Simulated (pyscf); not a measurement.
This saddle point was located with ωB97X-D3(BJ)/def2-SVP in PySCF.

```xyz
10

Ge    -1.4569     0.6668    -0.2585
O      0.1936    -0.0365     0.0787
Sn     1.3541    -0.7303    -1.4722
H     -2.3417    -0.4051    -0.9136
H     -1.3107     1.8845    -1.1843
H     -1.9972     1.0727     1.1149
H      2.7636    -1.2570    -0.6821
H      0.5326    -2.0142    -2.2418
H      1.6656     0.5612    -2.5450
H      0.5543    -0.0336     1.3992
```
Charge 0, spin multiplicity 2.

Surface: doublet, charge 0. Lowest wavenumbers (cm⁻¹): 1489i, 55, 75, 87, 183.

**Question.** What reaction is this the transition state of?

**Answer.** H₃Ge–O–SnH₃ + H atom (H•) <-> HO–GeH₃ + SnH₃•, a substitution at O read from left to right: O–Sn broken and H–O formed. At ωB97M-D3(BJ)/def2-TZVP it lies +6.9 kcal/mol from the left side and +35.9 kcal/mol from the right (each side as separated species at their lowest minima found). One saddle was located; it need not be the lowest between these sides. The angle at the attacked O is 125°. Elements up to Kr have no core potential and no relativistic terms here. Elements past Kr carry the def2 core potentials, without spin-orbit coupling.
